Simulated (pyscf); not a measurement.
9 silicon, germanium or tin steps of one kind (hydrogen abstraction, radical): barrier in kcal/mol, from the separated reactants or the lowest minimum found. Single points on ωB97X-D3(BJ)/def2-SVP structures (PySCF, gas phase). Functionals in def2-TZVP; the last column is ωB97M-D3(BJ)/def2-TZVP. Rows were drawn at random from the steps of this kind and element class whose saddle was verified and whose references are stable.

```
step                                                        PBE  r²SCAN  PBE0-D3(BJ)  ωB97M-D3(BJ)
---------------------------------------------------------  ----  ------  -----------  ------------
PH₃ + H₃Si–Si•(SiH₃)–SiH₃ → PH₂• + H₃Si–SiH(SiH₃)–SiH₃      1.6     2.6          1.7           5.9
H₃C–SiH₂–SiH₃ + H• → H₃C–SiH•–SiH₃ + H₂                    -0.4    -1.7          1.1           3.9
H₃C–Si(O•)(OH)–OH + H₂ → H₃C–Si(OH)(OH)–OH + H•            -2.3     0.3          1.1           3.8
AsH₃ + H₃Si–Si•(SiH₃)–SiH₃ -> AsH₂• + H₃Si–SiH(SiH₃)–SiH₃  -2.8    -1.7         -3.1           0.5
H₂N–SiH₂–NH₂ + NH₂• → H₂N–SiH•–NH₂ + NH₃                   -3.9     0.6          0.7           4.7
HS–Sn(Cl)(Cl)–Cl + H• -> •S–Sn(Cl)(Cl)–Cl + H₂              ___    -2.1          0.6           3.5
H₃Si–SiH₂–PH₂ + H• → •H₂Si–SiH₂–PH₂ + H₂                    ___    -1.4          1.3           4.1
H₃C–SiH₂• + SiH₄ -> H₃C–SiH₃ + SiH₃•                        3.8     6.2          5.3           8.9
H₂N–SiH₂–F + NH₂• → H₂N–SiH•–F + NH₃                       -2.8     1.9          1.9           6.0
```

### Question
Complete the blanks.

### Answer

- HS–Sn(Cl)(Cl)–Cl + H• -> •S–Sn(Cl)(Cl)–Cl + H₂, PBE: -0.5
- H₃Si–SiH₂–PH₂ + H• → •H₂Si–SiH₂–PH₂ + H₂, PBE: -0.1

Differences from the last column (kcal/mol): PBE: mean -5.4, median -4.3, mean size 5.4, lower in 9 of 9; r²SCAN: mean -4.1, median -4.1, mean size 4.1, lower in 9 of 9; PBE0-D3(BJ): mean -3.4, median -3.5, mean size 3.4, lower in 9 of 9. PBE is closest for row 4 (3.3 kcal/mol apart) and farthest for row 9 (8.8 kcal/mol). PBE, r²SCAN and M06-2X carry no added dispersion term. The last column is a level with limits of its own. Each barrier is that of the saddle found. Elements up to Kr have no core potential and no relativistic terms here. Elements past Kr carry the def2 core potentials, without spin-orbit coupling.
